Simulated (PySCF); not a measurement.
CH4OSi, singlet: at the start structure of a reaction step.

The script, run.py:

```python
import json, numpy as np
from pyscf import gto, scf, dft, mp, cc
EV, BOHR = 27.211386245988, 0.529177210903
mol = gto.M(atom="""
H -0.728957 -2.454072 -0.563138
O -0.719450 -1.551717 -0.233845
Si 0.687765 -0.729269 -0.563501
C 0.228775 0.915393 0.242350
H 0.994293 1.193153 0.976429
H -0.750231 0.900879 0.726043
H 0.243037 1.705936 -0.518223
""", basis="sto-3g", charge=0, spin=0, max_memory=7225, verbose=0)
def mean_field(mol, dm=None):
    mf = scf.RHF(mol).density_fit()
    mf.conv_tol = 1e-9
    mf.kernel(dm0=dm)
    if not mf.converged: mf = mf.newton().run(mf.mo_coeff, mf.mo_occ)
    assert mf.converged
    return mf
def d4(mol):
    return 0.0, np.zeros((7, 3))
def energy_and_gradient(mol, dm=None):
    mf = mean_field(mol, dm); e, g = d4(mol)
    return mf, (mf.e_tot + e) * EV, (mf.nuc_grad_method().kernel()[:7] + g) * EV / BOHR
out = {}
mf = mean_field(mol); e = d4(mol)[0]
out.update(energy=(mf.e_tot + e) * EV, converged=True, dispersion=e * EV)
out['s2'] = mf.spin_square()[0]; out['nelec'] = mol.nelec
print(f"Total energy {out['energy']:.6f} eV, <S^2> {out['s2']:.4f}")
json.dump(out, open("out.json", "w"), default=float)
```

Command:

```bash
OMP_NUM_THREADS=4 python run.py
```

It printed (PySCF 2.14):

```
Total energy -10861.617032 eV, <S^2> 0.0000
```

The run took about 0.6 s on 4 CPU threads of an INTEL XEON PLATINUM 8581C (shared host).
